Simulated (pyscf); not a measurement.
H₃C–CH₂–C•(F)–F → H₂C=C(F)–F + methyl (CH₃•), a bond scission (doublet surface; C–C broken, none formed). Optimised with ωB97X-D3(BJ)/def2-SVP in PySCF. Energies in kcal/mol from the reactant's lowest minimum found.

Small-basis levels: PySCF, no dispersion term, spherical d functions. Open shells are spin-unrestricted. 

Problem. Quick HF/6-31G* single points give ΔE‡ = 42.8 kcal/mol and ΔE = +31.4 kcal/mol. What does ωB97M-D3(BJ)/def2-TZVP give, and how far is the quick result from it?

Solution. ωB97M-D3(BJ)/def2-TZVP gives ΔE‡ = 38.4 kcal/mol and ΔE = +31.8 kcal/mol. HF/6-31G* lies 4.3 kcal/mol over it in the barrier and 0.4 kcal/mol under it in the reaction energy, so on this step it does not hold to within 3.0 kcal/mol. ωB97M-D3(BJ)/def2-TZVP has limits of its own. This is the saddle that the search found; another between the same sides may lie lower.
